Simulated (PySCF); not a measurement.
Structure revision by computed shifts

A compound C3H6 gives the data below (simulated from a calculation) and was assigned the structure `C1CC1`.

13C{1H} NMR (computed): δ 142.9 (CH), 121.7 (CH2), 23.7 (CH3).

1H NMR (400 MHz, computed): δ 6.16 (ddq, J = 17.9, 11.3, 7.2 Hz, 1H), 5.41 (dq, J = 17.9, 2.2 Hz, 1H), 5.24 (dq, J = 11.3, 2.0 Hz, 1H), 1.87 (dt, J = 7.2, 2.1 Hz, 3H).

Non-relativistic, one averaged value for each set of equivalent atoms, one conformer, gas phase. NMR shieldings at PBE0/pcSseg-1/GIAO; J: B3LYP/pcJ-1; geometry from GFN2-xTB; PySCF 2.14.

Chemical shifts δ = σref − σ; 1H (σ = 31.72 ppm), 13C (σ = 186.93 ppm) against TMS, all at this level.

Question: Compare with the shifts computed for the proposed structure, pairing carbons in order of shift.

Answer: Mapped SMILES: `[CH2:1]1[CH2:2][CH2:3]1` (H(Xn): hydrogen on atom n).

| atom | computed for proposal | given list | difference |
| --- | --- | --- | --- |
| C1 | -1.3 | 142.9 | -144.2 |
| C2 | -1.3 | 121.7 | -123.0 |
| C3 | -1.3 | 23.7 | -25.0 |

The rms difference is 110.4 ppm and the largest -144.2 ppm at C1 (three-membered-ring carbon). The proposal also would give 1 carbon signal, not 3. The carbon types in order of shift don't match either: CH2, CH2, CH2 for the proposal against CH, CH2, CH3 in the data. The proposal doesn't fit.

Question: Which isomer fits?

Answer: `C=CC`.

Carbon types of the structure: 1 × CH, 1 × CH2, 1 × CH3, which accounts for all hydrogens. δC 142.9: alkene CH; an sp2 carbon of a C=C bond. δC 121.7: terminal =CH2 carbon; as expected for a trigonal carbon in a double bond. δC 23.7: allylic methyl carbon; a saturated carbon with 1 carbon neighbour and no heteroatom attached. δH 5.41, 5.24: hydrogen on a terminal =CH2 carbon; a vinylic proton, deshielded by the sp2 carbon and the C=C anisotropy. The protons at 5.41 and 6.16 share a coupling of 17.9 Hz (vicinal, trans across C=C). The protons at 5.24 and 6.16 share a coupling of 11.3 Hz (vicinal, cis across C=C). The protons at 6.16 and 1.87 share a coupling of 7.2 Hz (vicinal).

Splittings below 1 Hz are ignored in the labels, and close J values are merged. Unscaled 3J(H,H) at this level run about 10 % above measured values. Shifts are as computed. Against solution values, carbons near 30 ppm lie about +3 ppm off and those near 130 ppm about +5 ppm. Of 1211 compounds with measured shifts, 218 miss one by over three times the rms of a fit or turn the order of signals round; such compounds aren't used in these exercises.
